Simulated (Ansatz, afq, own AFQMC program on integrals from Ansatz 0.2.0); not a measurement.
Two steps: Ansatz 0.2.0 writes the Fock matrix and Cholesky factors of the valence space, and afq projects on them the lowest state that overlaps trial and start.

```yaml
crystal:
  periodic: [false, false, false]
  atoms:
    - {symbol: Si, position_ang: [-1.275381, -0.872829, 1.286001]}
    - {symbol: Ge, position_ang: [0.087409, -1.974031, -0.345677]}
    - {symbol: Si, position_ang: [1.822198, -0.376951, -0.763551]}
    - {symbol: Ge, position_ang: [0.715837, 1.751179, -0.723591]}
    - {symbol: Ge, position_ang: [-1.341223, 1.410209, 0.558858]}
    - {symbol: H, position_ang: [-0.586211, -0.944223, 2.614074]}
    - {symbol: H, position_ang: [-2.639159, -1.473865, 1.417868]}
    - {symbol: H, position_ang: [-0.731392, -2.195297, -1.634871]}
    - {symbol: H, position_ang: [0.624340, -3.336502, 0.132459]}
    - {symbol: H, position_ang: [2.544664, -0.619675, -2.051137]}
    - {symbol: H, position_ang: [2.809920, -0.436211, 0.360961]}
    - {symbol: H, position_ang: [0.365616, 2.201215, -2.156422]}
    - {symbol: H, position_ang: [1.602081, 2.836954, -0.082018]}
    - {symbol: H, position_ang: [-1.438523, 2.389795, 1.744702]}
    - {symbol: H, position_ang: [-2.560174, 1.640243, -0.357647]}
basis:
  gaussian: {orbitals: def2-SVP}
magnetization: {spin_polarized: true, initial_magnetization: 2}
correlation: {method: ccsd_t, electrons: outside_noble_gas, hamiltonian_folder: ham}
```

```sh
$ ansatz run in.yaml --threads 1 --pin off --events-out ev --progress --plain --max-ram 24576MiB --backend cuda --devices 0, --max-vram 18GiB
```

Options of the walk:

```
--method phaseless --trial cisd --walkers 400 --populations 10 --least-time 60 --time-step 0.005 --steps-per-block 50 --equilibration-blocks 28 --max-blocks 4000 --target-error 0.00033 --factor-cut 1e-05 --start spin_pure --seed 788 --release-times 0.21,0.42,0.63,0.9 --release-step 0.03 --release-every 5 --taylor-order 6
```

Times are imaginary, in 1/Eh. The walk had a cap of 239 s. With eight or more populations the least sampling time is a fifth of least-time, and the error comes from their spread. Filled inner d shells are frozen with the cores.

Output of the walk:

```
orbitals 130  electrons 16 14  factors 1198 of 1796
reference energy -6808.61430837 Eh
CCSD correlation -0.58589910 Eh in 25 cycles, weight of the determinant in the CISD state 0.6804
energy of the start -6809.197482 Eh
 block  time / (1/Eh)  mean weight  energy / Eh
     1     0.250  1.0001  -6809.166447
     2     0.500  1.0003  -6809.169996
     3     0.750  0.9991  -6809.179314
     4     1.000  1.0004  -6809.188014
     5     1.250  0.9999  -6809.194529
    10     2.500  1.0004  -6809.217711
    25     6.250  1.0003  -6809.214643
    29     7.250  0.9991  -6809.220176
    49    12.250  0.9989  -6809.224262
    69    17.250  1.0013  -6809.238596
    89    22.250  1.0000  -6809.228025
   109    27.250  0.9993  -6809.226123
   129    32.250  1.0007  -6809.223029
   149    37.250  1.0007  -6809.224648
   169    42.250  1.0014  -6809.231636
   185    46.250  1.0007  -6809.223549
error from the spread of 10 populations
released: time / (1/Eh)  energy / Eh  error  mean overlap
  0.21  -6809.227056  0.000676  0.9914
  0.42  -6809.228232  0.000859  0.9822
  0.63  -6809.227619  0.001014  0.9823
  0.90  -6809.228555  0.001513  0.9829
energy -6809.227173 +/- 0.000482 Eh
(rows thinned)
```

The run passed its tests (sampling time, drift between the halves within three errors, error under three times the target), which doesn't prove that it has relaxed, ending at its cap on processor time. The second half of the sampling lies above the first by 2.9 errors of their difference, so the energy may still be moving and its error bar be too small.

Against this walk (error 13.1 meV) on the same determinant: CCSD(T) 85.3 meV higher. The error is statistical and leaves out the bias of the constraint. None of these is a sure reference here. The released energies get too noisy after the second time (errors over twice the walk's own, or jumping) (meV from the phaseless value at times in 1/Eh: 3 ± 18 at 0.21, -29 ± 23 at 0.42, -12 ± 28 at 0.63, -38 ± 41 at 0.90), so they give no level.

Cautions: constraint bias not in the error; error above the target (13.1 against 9.0 meV); no relativity below Rb; no spin-orbit coupling; inner d shell frozen; another spin lies lower; the search met a lower determinant of the same kind, perhaps of another symmetry (164 meV lower), and this one is a saddle point.

The walk took 9.4 min on 1 × NVIDIA H100 80GB HBM3 with 2 threads of AMD EPYC 7R13 Processor (Zen 3), on a shared host (the card was shared). The log's last line is the phaseless energy.
